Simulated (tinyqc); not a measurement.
Ways to converge the cycle: SCF convergence aids in the sto-6g basis, for OH+, spin multiplicity 3. Computed by the program tinyqc with PySCF. 

Geometry (angstrom):

| atom | x | y | z |
|---|---|---|---|
| O | 0.0000 | 0.0000 | 0.0000 |
| H | 0.0000 | 0.0000 | 1.3130 |

lowest solution found by these runs and by PySCF with stability checks = -74.730897 hartree

UHF with one setting changed at a time; a run stops when the energy changes by less than 1e-09 hartree and the error matrix is below 1e-5. The start is the core Hamiltonian. Damping d keeps d of the old density; a shift (hartree) raises the virtual levels; DIIS n extrapolates F over n matrices.

Largest element of the error matrix X^T (FDS - SDF) X:

| iteration | plain | damping 0.3 | damping 0.6 | shift 0.4 | DIIS 3 | DIIS 8 |
|---|---|---|---|---|---|---|
| 1 | 2.1e-01 | 2.1e-01 | 2.1e-01 | 2.1e-01 | 2.1e-01 | 2.1e-01 |
| 2 | 9.3e-02 | 1.4e-01 | 1.7e-01 | 1.7e-01 | 9.3e-02 | 9.3e-02 |
| 3 | 2.2e-02 | 7.1e-02 | 1.3e-01 | 9.4e-02 | 2.9e-02 | 2.9e-02 |
| 4 | 1.2e-02 | 3.7e-02 | 9.9e-02 | 4.7e-02 | 1.2e-02 | 1.2e-02 |
| 5 | 9.3e-03 | 2.1e-02 | 7.2e-02 | 2.6e-02 | 3.6e-03 | 2.8e-03 |
| 6 | 7.6e-03 | 1.4e-02 | 5.3e-02 | 1.6e-02 | 7.0e-04 | 5.5e-04 |
| 8 | 5.1e-03 | 8.3e-03 | 2.9e-02 | 9.8e-03 | 3.7e-05 | 4.4e-06 |
| 10 | 3.3e-03 | 6.0e-03 | 1.8e-02 | 7.1e-03 | 1.2e-06 | - |
| 14 | 1.4e-03 | 3.4e-03 | 8.8e-03 | 4.1e-03 | - | - |
| 20 | 3.7e-04 | 1.4e-03 | 4.8e-03 | 1.7e-03 | - | - |
| 30 | 3.9e-05 | 3.1e-04 | 2.1e-03 | 4.0e-04 | - | - |
| 45 | - | 3.2e-05 | 6.1e-04 | 4.3e-05 | - | - |
| 60 | - | - | 1.7e-04 | - | - | - |

How each run ends:

| run | iterations | E (hartree) | state |
|---|---|---|---|
| plain | 37 | -74.73090 | lowest found |
| damping 0.3 | 53 | -74.73090 | lowest found |
| damping 0.6 | >60 | -74.73090 | falls steadily but slowly, by a factor of about 0.92 a step |
| shift 0.4 | 56 | -74.73090 | lowest found |
| DIIS 3 | 11 | -74.73090 | lowest found |
| DIIS 8 | 9 | -74.73090 | lowest found |

5 of 6 runs reach the lowest solution found, in 9 to 56 iterations (fastest: DIIS 8). Not converged: damping 0.6. Plain steps already contract here, so damping only slows them. DIIS 3 and DIIS 8 gain by cancelling the error over several earlier matrices, much as a quasi-Newton step does.
